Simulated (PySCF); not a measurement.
# SiB−: a composite coupled-cluster curve

The task here is to estimate one member of a computed series from the others.

The runs use PySCF 2.14.0; CCSD(T) on ROHF, no relativity in the base curves; scalar relativity is added as a correction.

1 further run of the same task is left out (set aside as unsound or not needed).

The first run:

| Property | Result |
| --- | --- |
| molecule | SiB− |
| state | triplet, unpaired electrons σ ↑, π ↑ |
| smaller basis | Si aug-cc-pV(D+d)Z, B aug-cc-pVDZ |
| larger basis | Si aug-cc-pV(T+d)Z, B aug-cc-pVTZ |
| frozen core orbitals | 6 |
| extrapolation | correlation as n⁻³ (n = 2, 3), Hartree–Fock as (n+1)·exp(−9√n) |
| corrections | core–valence correlation, scalar relativity |
| distances (Å) | 1.6539, 1.7290, 1.8042, 1.8794, 1.9546, 2.0485, 2.1425 |
| masses (u) | 27.9769, 11.0093 |
| dissociation limit | Si− + B |

On the command line:

```
OMP_NUM_THREADS=4 python comp.py task.json out
```

Steps of the session up to this table: Coupled cluster at each distance.

One table of the session follows, with a row left open; its other results are not shown here.

It belongs to the step «Coupled cluster at each distance». Parts of the energy along the bond, in eV from Si− + B:

| R (Å) | HF/CBS | CCSD corr. | (T) | core–valence | relativity |
| --- | --- | --- | --- | --- | --- |
| 1.6539 | -1.405 | -1.220 | -0.2225 | -0.0711 | 0.0001 |
| 1.7290 | ? | ? | ? | ? | ? |
| 1.8042 | -1.890 | -1.280 | -0.2610 | -0.0449 | 0.0027 |
| 1.8794 | -1.880 | -1.321 | -0.2821 | -0.0352 | 0.0032 |
| 1.9546 | -1.763 | -1.366 | -0.3036 | -0.0272 | 0.0033 |
| 2.0485 | -1.522 | -1.424 | -0.3299 | -0.0192 | 0.0032 |
| 2.1425 | -1.224 | -1.476 | -0.3532 | -0.0128 | 0.0028 |

Estimate the missing values for R (Å) = 1.7290.

Worked estimate for «HF/CBS». A straight line through the neighbours (1.6539, -1.405) and (1.8042, -1.890) gives -1.405 + (-1.890 + 1.405) × (1.7290 − 1.6539) / (1.8042 − 1.6539) = -1.647; a parabola fitted to 3 rows on both sides gives -1.731.

As computed: HF/CBS: -1.750; CCSD corr.: -1.246; (T): -0.2409; core–valence: -0.0567; relativity: 0.0017. In «HF/CBS» the line misses by +0.103 and the parabola by +0.019.

To keep in mind: An extrapolation from double and triple zeta is rough, so this isn't yet the limit.
